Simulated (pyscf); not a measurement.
Thermochemistry of product channels of `[OH][In]([OH])[OH]` + `[OH][SiH3]` on the singlet surface, in kcal/mol, from ωB97M-D3(BJ)/def2-TZVP energies (ideal gas, 1 atm, RRHO with modes under 100 cm⁻¹ raised to 100, one conformer, R ln 2 for chiral ones without a mode under 150 cm⁻¹). PySCF, gas phase, ωB97X-D3(BJ)/def2-SVP geometries.

| products | ΔE | ΔH(298 K) | ΔG(900 K) | ΔG(1200 K) |
|---|---|---|---|---|
| `[OH][SiH2][O][In]([OH])[OH]` + `[H][H]` | -30.7 | -33.1 | -21.5 | -18.4 |
| `[OH][In]([OH])[O][SiH3]` + `[OH2]` | -4.2 | -3.7 | +0.8 | +2.4 |

The channel to HO–In(OH)–O–SiH₃ + H₂O turns unfavourable between 298 and 1200 K (ΔG from -2.2 kcal/mol to +2.4 kcal/mol).

These are energies of the channels, which say nothing of barriers. Elements past Kr carry the def2 core potentials, without spin-orbit coupling.
